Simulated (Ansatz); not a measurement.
C₇H₈O (`Cc1ccc(O)cc1`), relaxed with RKS PBE0-D4/def2-TZVP in Ansatz 0.2.0 from a PBE-D4/def2-SVP geometry. The force threshold is 0.005 eV/Å; the program also tests the step.

Total charge 0; spin multiplicity 1.

Start:

```xyz
16

C    -0.063    2.321   -0.926
C    -0.054    0.926   -0.351
C    -1.253    0.209   -0.151
C    -1.257   -1.097    0.352
C    -0.041   -1.730    0.674
O    -0.092   -3.002    1.162
C     1.166   -1.030    0.486
C     1.151    0.278   -0.018
H    -0.952    2.894   -0.593
H    -0.089    2.303   -2.038
H     0.840    2.891   -0.631
H    -2.214    0.689   -0.394
H    -2.196   -1.647    0.507
H     0.820   -3.300    1.336
H     2.125   -1.513    0.742
H     2.108    0.809   -0.154
```

```tsv
step	energy (eV)	largest force (eV/Å)	largest move (Å)
1	-9429.2382	0.675	0.000
2	-9429.3225	0.221	0.029
3	-9429.3290	0.024	0.010
4	-9429.3291	0.013	0.010
5	-9429.3291	0.008	0.005
6	-9429.3291	0.011	0.007
7	-9429.3291	0.013	0.013
8	-9429.3291	0.043	0.035
9	-9429.3292	0.026	0.004
10	-9429.3292	0.002	0.007
11	-9429.3293	0.007	0.022
13	-9429.3293	0.011	0.021
15	-9429.3293	0.012	0.017
17	-9429.3294	0.014	0.024
19	-9429.3294	0.018	0.002
21	-9429.3295	0.007	0.014
23	-9429.3295	0.010	0.021
25	-9429.3295	0.018	0.011
27	-9429.3295	0.001	0.003
29 (rejected)	-9429.3295	0.037	0.046
31	-9429.3295	0.012	0.014
33	-9429.3296	0.009	0.003
35	-9429.3296	0.002	0.007
```

End:

```xyz
16

C    -0.065    2.301   -0.913
C    -0.049    0.909   -0.358
C    -1.231    0.186   -0.202
C    -1.236   -1.101    0.300
C    -0.037   -1.704    0.664
O    -0.089   -2.970    1.153
C     1.151   -1.004    0.519
C     1.136    0.289    0.013
H    -0.744    2.948   -0.351
H    -0.397    2.312   -1.955
H     0.929    2.751   -0.878
H    -2.175    0.644   -0.481
H    -2.159   -1.655    0.418
H     0.801   -3.264    1.363
H     2.093   -1.465    0.802
H     2.074    0.823   -0.094
```

Hardware: 2 threads of an AMD EPYC 7R13 on a shared host and a share of an NVIDIA H100 80 GB. Wall time 72 s, peak host memory 0.91 GiB.
